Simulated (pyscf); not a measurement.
Thermochemistry of product channels of O=AsH + SiH₂ [singlet] on the singlet surface, in eV, from CCSD(T)/def2-TZVPP + ΔMP2(QZVPP) energies (ideal gas, 1 atm, RRHO with modes under 100 cm⁻¹ raised to 100, one conformer, R ln 2 for rigid chiral ones). Optimised with ωB97X-D3(BJ)/def2-SVP in PySCF. Correlated levels are frozen-core, on RHF or UHF. ΔMP2 is the change of the MP2 total energy from the triple- to the quadruple-zeta basis.

```csv
products,ΔE,ΔH(298 K),ΔG(600 K),ΔG(1200 K)
O=As–SiH₃,-2.55,-2.41,-1.53,-0.70
HO–As=SiH₂,-2.91,-2.70,-1.83,-1.03
:HSi–O–AsH₂ [singlet],-3.10,-2.96,-2.06,-1.20
HO–AsH–SiH: [singlet],(withheld),-2.35,-1.39,(withheld)
```

Problem. Complete the blanks.

Solution. 
- HO–AsH–SiH: [singlet], ΔE: -2.57
- HO–AsH–SiH: [singlet], ΔG(1200 K): -0.47

These are energies of the channels, which say nothing of barriers. O=AsH lies 0.32 eV over its isomer HO–As: [triplet], and others may lie lower still (electronic energy, ωB97M-D3(BJ)). O=As–SiH₃ lies 1.49 eV over its isomer HO–Si:–AsH₂ [singlet], and others may lie lower still (electronic energy, ωB97M-D3(BJ)). The CCSD(T) − MP2 part came from Ansatz, without density fitting, on the same reference. The frozen core leaves the outer d or s,p core shells of the metals and heavy elements correlated in the MP2 and CC values, and def2-TZVPP describes them poorly, which can shift differences by a few kcal/mol. Elements up to Kr have no core potential and no relativistic terms here.
